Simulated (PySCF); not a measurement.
## Magnesium: highly charged ions in a basis for the neutral atom

Mg(9+) [He] 2s1, Mg(10+) 1s2. Calculation: PySCF 2.14, in def2-SVP (4s3p1d, 18 functions); the non-relativistic Hamiltonian (point nucleus). No spin-orbit coupling, so a gap to NIST mixes the basis error with missing relativistic terms.

Changed run: basis of the neutral atom used for a highly charged ion. This setting is unsound on purpose.

```json
{"species": "Mg(9+)", "method": "UHF", "sound run (hartree)": "not run", "changed run (hartree)": "-149.57847", "converged": "yes"}
{"species": "Mg(9+)", "method": "MN15", "sound run (hartree)": "not run", "changed run (hartree)": "-149.57453", "converged": "yes"}
{"species": "Mg(9+)", "method": "BP86", "sound run (hartree)": "not run", "changed run (hartree)": "-149.63046", "converged": "yes"}
{"species": "Mg(10+)", "method": "UHF", "sound run (hartree)": "not run", "changed run (hartree)": "-136.55515", "converged": "yes"}
{"species": "Mg(10+)", "method": "MN15", "sound run (hartree)": "not run", "changed run (hartree)": "-136.54774", "converged": "yes"}
{"species": "Mg(10+)", "method": "BP86", "sound run (hartree)": "not run", "changed run (hartree)": "-136.59619", "converged": "yes"}
```

Ionisation energy of Mg(9+):

| method | changed run (eV) | NIST (eV) |
| --- | --- | --- |
| UHF | 354.38 | 367.49 |
| MN15 | 354.48 | 367.49 |
| BP86 | 354.68 | 367.49 |

The contracted functions were made for the neutral atom and can be too rigid for a highly charged ion.
